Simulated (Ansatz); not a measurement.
Input for Ansatz (development build ahead of 0.2.0):

```yaml
crystal:
  periodic: [false, false, false]
  atoms:
    - { symbol: H, position_ang: [0.0, 0.0, 0.475] }
    - { symbol: F, position_ang: [0.0, 0.0, -0.475] }
basis:
  gaussian: { orbitals: "6-31G" }
total_charge: 1
magnetization:
  spin_polarized: true
  initial_magnetization: 1
hamiltonian:
  xc: hf
correlation:
  method: ccsd_t
  frozen_orbitals: { F: 1, H: 0 }
```

The input is written out in the form of the current development build from the run's settings.

The run gave:

| Property | Result |
| --- | --- |
| Converged | yes |
| Reference energy | -99.46395 hartree |
| CCSD correlation energy | -0.09264 hartree |
| Triples correction | -0.00066 hartree |
| Total energy | -99.55725 hartree |
| Spin squared of the determinant | 0.753 |
